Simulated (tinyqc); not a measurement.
A ladder of methods, and size consistency: correlation methods against full CI in the sto-6g basis, for H2O, spin multiplicity 1. Computed by the program tinyqc with PySCF. All electrons correlated; +Q is the Davidson correction (1 - c0^2) E_corr. The last columns treat two copies 100 angstrom apart as one system. FCI is the lowest singlet.

Geometry (angstrom):
```
atom,x,y,z
O,0.0000,0.0000,0.0000
H,0.0000,0.7400,0.5300
H,0.0000,-0.7910,0.5670
```

RHF energy of one = -75.671111 hartree

Correlation energies (hartree):
```
method,E_corr of one,share of FCI (%),E_corr of two at 100 angstrom,two minus twice one (mhartree)
MP2,-0.034076,71.6809,-0.068152,0.0000
CISD,-0.046896,98.6491,-0.091639,2.1537
CISD+Q,-0.048027,101.0267,-0.095745,0.3077
CCSD,-0.047418,99.7476,-0.094837,0.0000
CCSD(T),-0.047491,99.9005,-0.094982,0.0000
FCI,-0.047538,100.0000,-,-
```

What does the comparison show, and why?

MP2 recovers 72 %, CISD 98.6 % and CCSD 99.7 % of the FCI value (c0^2 = 0.976 in CISD). MP2 and coupled cluster are size consistent, so their last column vanishes; CISD loses 2.15 mhartree, since a double excitation on each copy is a quadruple of the pair, and the Davidson correction leaves +0.31.
